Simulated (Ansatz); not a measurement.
Process, species as SMILES: [SiH3] (SiH3) → [SiH3-] (an electron is taken up)
B3LYP-D3(BJ)/def2-TZVP geometries, fixed; electronic energies without zero-point terms; positive where energy is released.
Largest species:
```xyz
4

Si    -0.0021     0.0010     0.0803
H      0.0008     1.4066    -0.3921
H      1.2360    -0.7020    -0.3341
H     -1.2075    -0.7183    -0.3975
```
Charge 0, spin multiplicity 2.

Basis-set convergence of the adiabatic electron affinity at wB97M-V with Ansatz (a first-principles code). Cartesian d functions, on some or all atoms, in 6-31G*; all else is spherical. The program fits the integrals of some runs and decomposes those of others, by size. Open shells are unrestricted. The functional holds VV10 correlation; no added dispersion term, no relativity. Functions are those of the species that has most. Reference: the value in aug-pcseg-3, 1.388 eV, itself unsure by roughly 0.010 eV (its mean distance from aug-cc-pV(Q+d)Z, def2-QZVPPD).

```
basis            functions  adiabatic electron affinity (eV)
---------------  ---------  --------------------------------
3-21G                   19                               ___
6-31G                   19                               ___
def2-SV(P)              24                               ___
6-31G*                  25                             1.090
cc-pV(D+d)Z             38                             1.092
aug-pcseg-1             54                             1.379
6-311++G(2d,2p)         65                             1.380
def2-TZVPD              70                             1.333
cc-pV(T+d)Z             81                             1.229
def2-TZVPP              84                             1.269
jun-cc-pV(T+d)Z         90                             1.389
def2-TZVPPD             99                             1.328
aug-pcseg-2            119                             1.380
aug-cc-pV(T+d)Z        124                               ___
cc-pV(Q+d)Z            154                             1.334
pcseg-3                163                             1.377
def2-QZVPPD            175                             1.368
aug-pcseg-3            236                             1.388
```

Task: Fill in the missing entries.

Result: 
- 3-21G, adiabatic electron affinity (eV): 1.031
- 6-31G, adiabatic electron affinity (eV): 1.122
- def2-SV(P), adiabatic electron affinity (eV): 1.095
- aug-cc-pV(T+d)Z, adiabatic electron affinity (eV): 1.393
